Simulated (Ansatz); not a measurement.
`[OH][Mg][SH]` + H₂ → `[OH][MgH]` + H₂S at 400 K and 1 bar (hydrogenolysis of a Mg–S bond).

Gas-phase electronic energies from Ansatz, PBE0-D4/def2-TZVP geometries. CBS: MP2 limit from def2 TZ/QZ plus the TZ coupled-cluster correction, frozen cores. This one scheme is used for every species. For Mg outer-core shells are correlated without core-valence functions, which leaves a few kJ/mol of doubt a bond. Each species was taken in one conformer, which may not be the lowest.

| species | CCSD(T)/CBS energy (Eh) | H − E (kJ/mol) | S (J/(mol·K)) |
| --- | --- | --- | --- |
| `[OH][Mg][SH]` | -674.13867 | 81.0 | 343.4 |
| H₂ | -1.17544 | 38.0 | 139.0 |
| `[OH][MgH]` | -276.29839 | 65.5 | 270.8 |
| H₂S | -398.97279 | 53.4 | 215.9 |

H − E and S are ideal-gas, rigid-rotor, harmonic terms from PBE0-D4/def2-TZVP, for one conformer and one mirror image of each species. The MP2-based limit puts H₂ 0.8 mEh under its directly extrapolated value; such offsets cancel only in part. 1 Eh = 2625.50 kJ/mol, R = 8.31446 J/(mol·K).

**Question.** By hand: ΔE, ΔH, ΔS and ΔG.

**Answer.** ΔE = (-276.29839) + (-398.97279) − (-674.13867) − (-1.17544) = 0.04293 Eh = 112.7 kJ/mol. Δ(H − E) = 65.5 + 53.4 − 81.0 − 38.0 = -0.1, so ΔH = 112.6 kJ/mol. ΔS = 270.8 + 215.9 − 343.4 − 139.0 = 4.3 J/(mol·K). ΔG = 112.6 − 400 × (4.3)/1000 = 110.9 kJ/mol.

**Question.** By hand: the equilibrium constant, and the temperature at which ΔG would vanish if ΔH and ΔS stayed fixed.

**Answer.** log₁₀ K = −ΔG/(RT ln 10) = -14.5. ΔG = 0 at ΔH/ΔS = 26186 K, far beyond where these terms or the molecules hold.

The number of gas molecules stays the same, so ΔS is small and ΔH decides. A doubt of 5 kJ/mol in ΔE shifts log₁₀ K by 0.7 here. Other conformers and mirror images would add mixing entropy, several J/(mol·K) or more a flexible species. These are equilibria of isolated gas molecules and say nothing of rates. Largest T1 diagnostic: 0.010 (customary marks: 0.02 for closed shells, 0.045 for open ones).
